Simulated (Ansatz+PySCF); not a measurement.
## doublet SiH: levels of theory in one basis

```xyz
2

Si    0.0000    0.0000   -0.1027
H     0.0000    0.0000    1.4379
```

Basis set: def2-SVP (spherical functions). Frozen core: 5 orbitals. Correlation on ROHF uses semicanonical orbitals with singles. Charge 0, multiplicity 2.

Computed with Ansatz (development build ahead of 0.2.0); each method stands on the lowest determinant of its kind that the runs found. NEVPT2 correlates all electrons. Active spaces start from the frontier orbitals, and the lowest solution found is given.

| method | E − E(ROHF) (eV) | <S²> of the determinant |
| --- | --- | --- |
| ROHF | 0.00 | 0.75 |
| UHF | -0.11 | 0.76 |
| ROHF-MP2 | -1.84 | – |
| UHF-MP2 | -1.84 | 0.76 |
| ROHF-CCSD | -2.47 | – |
| UHF-CCSD | -2.48 | 0.76 |
| ROHF-CCSD(T) | -2.52 | – |
| CASSCF(5,5) | -0.90 | – |
| CASSCF(3,3) | -0.46 | – |
| SC-NEVPT2(5,5) | -2.25 | – |

(1) What does SC-NEVPT2(3,3) give on the same scale?

(2) Is a single determinant a sound starting point here?

## Answers

(1) -2.18 eV. NEVPT2 here correlates all electrons, so it doesn't share the others' frozen core.

(2) By this sign, yes. Unrestricted orbitals gain 0.11 eV and <S²> is 0.76 against 0.75 for a pure state. The CASSCF(5,5) natural occupations are 1.98, 1.93, 1.00, 0.06, 0.03. The CASSCF(3,3) natural occupations are 1.94, 1.00, 0.06.
